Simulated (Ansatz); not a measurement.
A made-up structure of CH7BN (charge +1), closed shell:

```xyz
10
angstrom
B 0.7616 -0.5218 0.7578
N 0.1268 0.5102 -0.1226
C -1.1551 0.1205 -0.8689
H -1.5169 -0.8648 -0.7209
H -1.5727 0.8821 -1.4765
H -0.0746 1.3594 0.4193
H 0.8038 0.8407 -0.8213
H 1.7053 -0.0804 1.2447
H 0.0023 -0.8295 1.5648
H 1.0344 -1.4337 0.1123
```

It is relaxed with PBE-D4/def2-SVP and then PBE0-D4/def2-TZVP (Ansatz 0.2.0). Atoms count as bonded within 1.22 times the sum of their covalent radii (H–H: 0.88 Å). The end point is not checked to be a true minimum.

(1) Does its bonding change? (A judgement: the text doesn't fix the answer.)

## Answers

(1) By the calculation: Yes. Formed: B1–H7, H7–H10; broken: N2–H7.

Where it ends: The first stage lowers the energy by 4.22 eV in 28 steps. It ends as CH₇BN ([CH2][NH][BH2]1[H][H]1), total charge +1:
B1  (0.593, -0.418, 0.647)
N2  (-0.156, 0.610, -0.217)
C3  (-1.344, 0.463, -0.646)
H4  (-1.857, -0.479, -0.476)
H5  (-1.847, 1.270, -1.171)
H6  (0.269, 1.521, -0.381)
H7  (1.443, -1.083, -0.229)
H8  (1.113, 0.048, 1.616)
H9  (0.019, -1.453, 0.789)
H10  (1.883, -0.496, 0.156)
(Å)

Labels in which every atom is bracketed show which atoms are joined, not bond orders.

For scale, one of the runs: PBE0-D4/def2-TZVP relaxation, 135 basis functions, launched by `ansatz run in.yaml --threads 2 --pin off --events-out ev --progress --plain --max-ram 4352MiB`. Hardware: 2 CPU threads of an Arm Neoverse V2, shared host. Wall time about 21 s.
